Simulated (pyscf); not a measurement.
Single points on ωB97X-D3(BJ)/def2-SVP structures (PySCF, gas phase).

SMILES: [SiH3]C(Cl)(Cl)Cl
```xyz
8

Si    -0.7343    -1.5067    -1.3737
C      0.2669    -0.6427     0.0070
Cl     1.9809    -0.6069    -0.4559
Cl    -0.3386     1.0140     0.2114
Cl     0.0688    -1.5495     1.5209
H     -2.1587    -1.5202    -0.9530
H     -0.2011    -2.8855    -1.5184
H     -0.5471    -0.7219    -2.6209
```

Task: What is the homolytic dissociation enthalpy (298 K, ωB97M-D3(BJ)/def2-TZVP) of the C–Si bond of H₃Si–C(Cl)(Cl)–Cl, to SiH₃• + Cl–C•(Cl)–Cl?

Result: C–Si to SiH₃• + Cl–C•(Cl)–Cl: 77.1 kcal/mol. The 7 functionals that were run give +67.8 (r²SCAN) to +79.4 kcal/mol (ωB97X-D3(BJ)/def2-TZVP). H₃Si–C(Cl)(Cl)–Cl lies 129.2 kcal/mol over its isomer H₃C–Si(Cl)(Cl)–Cl (electronic energy, ωB97M-D3(BJ)/def2-TZVP).
